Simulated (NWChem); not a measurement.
Molecule: C₃H₇Cl; SMILES CCCCl

```xyz
11

C     -0.7830    -1.7617     0.1421
C      0.5216    -1.1621    -0.3553
C      0.8926     0.1548     0.2952
Cl    -0.2977     1.4502    -0.0601
H     -0.7440    -1.9647     1.2246
H     -1.0042    -2.7104    -0.3688
H     -1.6221    -1.0737    -0.0393
H      0.4834    -1.0182    -1.4480
H      1.3571    -1.8595    -0.1653
H      0.9385     0.0661     1.3907
H      1.8640     0.5207    -0.0642
```
Atoms are numbered in this order, from 1.

All runs: NWChem. Pople sets run with spherical d functions. All runs use the structure optimised with PBE0/def2-SVP. B3LYP is NWChem's, with the RPA form of VWN correlation. Vertical excitations in the gas phase; the lowest state need not have the same character in each row.

Question: Among these, which level gives the lowest value of “lowest excitation, singlet (eV)”?
A. LRC-wPBEh/6-31G*, TDA
B. PBE0/6-31G*, TDA
C. PBE/6-31G*, TDA
D. B3LYP/6-31G*, TDA

Answer: C, PBE/6-31G*, TDA. Values: PBE/6-31G*, TDA 7.33; B3LYP/6-31G*, TDA 7.59; PBE0/6-31G*, TDA 7.70; LRC-wPBEh/6-31G*, TDA 7.76
